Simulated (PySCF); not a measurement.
## Calibrating a computed vertical ionisation energy

These are calculated values, ωB97X-D3(BJ)/ma-def2-TZVP in PySCF (grid level 2) at geometries from PBE0-D3(BJ)/def2-SVP. ωB97X-D3(BJ) is ωB97X-V with D3(BJ) in place of VV10.

| molecule | computed / eV | measured / eV |
| --- | --- | --- |
| pyrrole, `c1cc[nH]c1` (C4H5N) | 8.28 | 8.23 |
| azetidine, `C1CNC1` (C3H7N) | 8.95 | 9.04 |
| isopropylamine, `CC(C)N` (C3H9N) | 9.48 | 9.31 |
| 1,2,3-triazine, `c1cnnnc1` (C3H3N3) | 9.93 | ? |
| cyanoallene, `C=C=CC#N` (C4H3N) | 10.44 | 10.35 |
| butyronitrile, `CCCC#N` (C4H7N) | 11.84 | 11.74 |

Question: Fit a straight line to the complete rows and predict the measured value of 1,2,3-triazine, `c1cnnnc1` (C3H3N3).

Answer: measured = 0.201 + 0.973·computed (5 points, rms 0.08 eV, correlation 0.998). At 9.93 this gives 9.86 eV; the measured value is 10.00 eV, so the fit is off by 0.14.

Measured values: NIST Chemistry WebBook, evaluated or the median of agreeing entries.

(1,2,3-triazine) Run with `OMP_NUM_THREADS=1 python redox_run.py task.json out` on 1 thread of Arm Neoverse N1, a shared host. Structures, frequencies and single points: 12 min of wall time.
